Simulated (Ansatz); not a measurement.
A nudged elastic band was laid between two geometries of AlF$_{2}$H (4 atoms, charge 0, multiplicity 1).

These are results of RHF/6-31G* (Ansatz), not measurements.

```json
{
  "movable images": "9",
  "climbing image": "yes",
  "spring": "5.0 eV/Å²",
  "optimiser": "quadratic models (default)",
  "start path": "through a guess of the saddle point",
  "force threshold": "0.05 eV/Å",
  "iteration limit": "60",
  "end points": "relaxed"
}
```

First end point:

```xyz
4
Properties=species:S:1:pos:R:3
Al 0.374 0.000 0.251
H 0.327 0.000 1.810
F 1.790 0.000 -0.556
F -0.991 0.000 -0.639
```

Last end point:

```xyz
4
Properties=species:S:1:pos:R:3
Al -1.239 0.000 0.250
H 1.976 0.000 1.414
F 1.644 0.000 0.563
F -0.881 0.000 -1.361
```

(1) What changes between the two ends?

(2) What energy profile does the band end with?

(3) What is the geometry of the highest image?

## Answers

(1) Bonds broken: Al1–H2, Al1–F3. Bonds formed: H2–F3. AlF2H becomes AlF + FH.

(2) It converged. The highest image is number 5 of 0 to 10, 402.5 kJ/mol above the first end and 149.9 kJ/mol above the last; the last end lies 252.6 kJ/mol above the first. Neighbouring images differ by up to 1.4 eV, so the band resolves the path poorly. A vibrational analysis at the climbing image gives one clearly imaginary mode, 1836i cm⁻¹: a first-order saddle point. The orbitals stay closed-shell, which can raise the energy where a bond breaks towards radicals; this wasn't checked here.

```json
{"image": "0", "path coordinate (Å)": "0.00", "energy (kJ/mol)": "0.0", "Al1–H2 (Å)": "1.56", "Al1–F3 (Å)": "1.63", "H2–F3 (Å)": "2.78"}
{"image": "1", "path coordinate (Å)": "0.29", "energy (kJ/mol)": "18.7", "Al1–H2 (Å)": "1.55", "Al1–F3 (Å)": "1.62", "H2–F3 (Å)": "2.52"}
{"image": "2", "path coordinate (Å)": "0.59", "energy (kJ/mol)": "76.0", "Al1–H2 (Å)": "1.56", "Al1–F3 (Å)": "1.62", "H2–F3 (Å)": "2.22"}
{"image": "3", "path coordinate (Å)": "0.88", "energy (kJ/mol)": "175.4", "Al1–H2 (Å)": "1.57", "Al1–F3 (Å)": "1.64", "H2–F3 (Å)": "1.90"}
{"image": "4", "path coordinate (Å)": "1.17", "energy (kJ/mol)": "312.3", "Al1–H2 (Å)": "1.62", "Al1–F3 (Å)": "1.70", "H2–F3 (Å)": "1.57"}
{"image": "5", "path coordinate (Å)": "1.47", "energy (kJ/mol)": "402.5", "Al1–H2 (Å)": "1.71", "Al1–F3 (Å)": "1.80", "H2–F3 (Å)": "1.24"}
{"image": "6", "path coordinate (Å)": "1.76", "energy (kJ/mol)": "331.2", "Al1–H2 (Å)": "1.92", "Al1–F3 (Å)": "1.99", "H2–F3 (Å)": "0.98"}
{"image": "7", "path coordinate (Å)": "2.05", "energy (kJ/mol)": "280.4", "Al1–H2 (Å)": "2.26", "Al1–F3 (Å)": "2.24", "H2–F3 (Å)": "0.93"}
{"image": "8", "path coordinate (Å)": "2.34", "energy (kJ/mol)": "260.4", "Al1–H2 (Å)": "2.64", "Al1–F3 (Å)": "2.48", "H2–F3 (Å)": "0.92"}
{"image": "9", "path coordinate (Å)": "2.63", "energy (kJ/mol)": "253.9", "Al1–H2 (Å)": "3.04", "Al1–F3 (Å)": "2.69", "H2–F3 (Å)": "0.91"}
{"image": "10", "path coordinate (Å)": "2.92", "energy (kJ/mol)": "252.6", "Al1–H2 (Å)": "3.42", "Al1–F3 (Å)": "2.90", "H2–F3 (Å)": "0.91"}
```

(3) 
```xyz
4
Properties=species:S:1:pos:R:3
Al -0.213 0.000 0.398
H 1.230 0.000 1.322
F 1.569 0.000 0.129
F -1.087 0.000 -0.983
```

The run took 50 s on 1 thread of Arm Neoverse N1 (shared host), peak memory 0.085 GiB.
